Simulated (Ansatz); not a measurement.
A made-up structure of SiHF2, doublet:

F1  (1.418, 0.617, -0.571)
Si2  (-0.002, -0.060, -0.014)
F3  (-1.446, 0.690, -0.388)
H4  (0.030, -1.247, 0.973)
(Å)

It is relaxed with PBE-D4/def2-SVP and then PBE0-D4/def2-TZVP (Ansatz 0.2.0). Atoms count as bonded within 1.22 times the sum of their covalent radii (H–H: 0.88 Å). The end point is not checked to be a true minimum.

(1) Does its bonding change? (Judge from chemistry; the calculation decides.)

Answers

(1) Computed: No: no bond forms or breaks.

Where it ends: The first stage lowers the energy by 1.33 eV in 8 steps. It ends as SiHF₂ ([F][SiH][F]):
```xyz
4
angstrom
F 1.2745 0.6264 -0.4098
Si -0.0276 -0.2844 -0.3169
F -1.2826 0.6921 -0.2462
H 0.0357 -1.0342 0.9730
```

Labels in which every atom is bracketed show which atoms are joined, not bond orders.

For scale, one of the runs: PBE0-D4/def2-TZVP relaxation, 105 basis functions, launched by `ansatz run in.yaml --threads 2 --pin off --events-out ev --progress --plain --max-ram 4352MiB`. Hardware: 2 CPU threads of an Arm Neoverse V1, shared host. Wall time about 12 s.
